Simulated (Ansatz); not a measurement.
# BSiH₂ (doublet): the correlation ladder, cc-pVTZ

How much of the correlation energy of BSiH₂ (doublet) does each wave-function method recover here?

Method: cc-pVTZ, core rule «outside noble gas», up to 6 orbitals frozen; program: Ansatz 0.2.0, Gaussian basis.

To be run: UHF; CCSD(T) on ROHF; CCSD(T) on UHF; BCCD(T) on ROHF; CCSDT(Q) on ROHF; CCSDT(Q) on UHF; CASSCF and MRCISD+Q, 9 electrons in 10 orbitals; CASSCF and NEVPT2, 9 electrons in 10 orbitals.

5 further runs of the same task are left out: 5 set aside as unsound or not needed.

## (1) What is computed

The geometry is a PBE0/def2-TZVP stationary point (not a proven minimum).

4 atoms, charge 0, spin multiplicity 2.

Atoms are counted from 1 here; the program's logs count them from 0.

Bond lengths: Si1–B2 1.844 Å, B2–H3 1.322 Å, B2–H4 1.185 Å. Angles: Si1–B2–H3 66.1°, Si1–B2–H4 177.9°, H3–B2–H4 116.0°.

## (2) UHF

in.yaml reads:

```yaml
crystal:
  periodic: [false, false, false]
  atoms:
    - {symbol: Si, position_ang: [0.000000, -0.005322, 0.594837]}
    - {symbol: B, position_ang: [0.000000, -0.077872, -1.247918]}
    - {symbol: H, position_ang: [0.000000, 1.150544, -0.760155]}
    - {symbol: H, position_ang: [0.000000, -0.167010, -2.429569]}
basis:
  gaussian: {orbitals: cc-pVTZ}
magnetization: {spin_polarized: true, initial_magnetization: 1}
hamiltonian: {xc: hf}
output: {orbitals: {seedname: orbitals}}
```

Started as:

```console
ansatz run in.yaml --threads 1 --pin off --events-out ev --progress --plain --max-ram 2560MiB --backend cpu
```

After this run come: CCSD(T) on ROHF; CCSD(T) on UHF; BCCD(T) on ROHF; CCSDT(Q) on ROHF; CCSDT(Q) on UHF; CASSCF and MRCISD+Q, 9 electrons in 10 orbitals; CASSCF and NEVPT2, 9 electrons in 10 orbitals.

Before running them: what should the planned runs give, taken together? Wanted: UCCSDT(Q) below the RHF energy; RMP2 from UCCSDT(Q); UMP2 from UCCSDT(Q); RCCSD from UCCSDT(Q); RCCSD(T) from UCCSDT(Q); UCCSD(T) from UCCSDT(Q); RCCSDT(Q) from UCCSDT(Q); NEVPT2 valence from UCCSDT(Q); MRCISD+Q valence from UCCSDT(Q).

**Answer**, as computed:

| quantity | value |
| --- | --- |
| UCCSDT(Q) below the RHF energy | -6.4839 eV |
| RMP2 from UCCSDT(Q) | +112.8 kJ/mol |
| UMP2 from UCCSDT(Q) | +115.3 kJ/mol |
| RCCSD from UCCSDT(Q) | +33.2 kJ/mol |
| RCCSD(T) from UCCSDT(Q) | +5.3 kJ/mol |
| UCCSD(T) from UCCSDT(Q) | +5.4 kJ/mol |
| RCCSDT(Q) from UCCSDT(Q) | +0.1 kJ/mol |
| NEVPT2 valence from UCCSDT(Q) | +94.4 kJ/mol |
| MRCISD+Q valence from UCCSDT(Q) | +3.7 kJ/mol |
| levels within 1 kcal/mol (43 meV) | RCCSDT, UCCSDT, RCCSDT(Q), MRCISD+Q valence |
| T1 diagnostic | 0.021 |
| effectively unpaired electrons | 1.05 |

RCCSD(T) misses by +5.3 kJ/mol, 0.8 % of the correlation energy. One determinant dominates. Of the multireference levels listed MRCISD+Q valence comes nearest in total energy (+3.7 kJ/mol), which doesn't show that its space is the better one. These misses are within one basis, not against nature; the frozen cores of restricted and unrestricted runs differ, which can shift their rows.
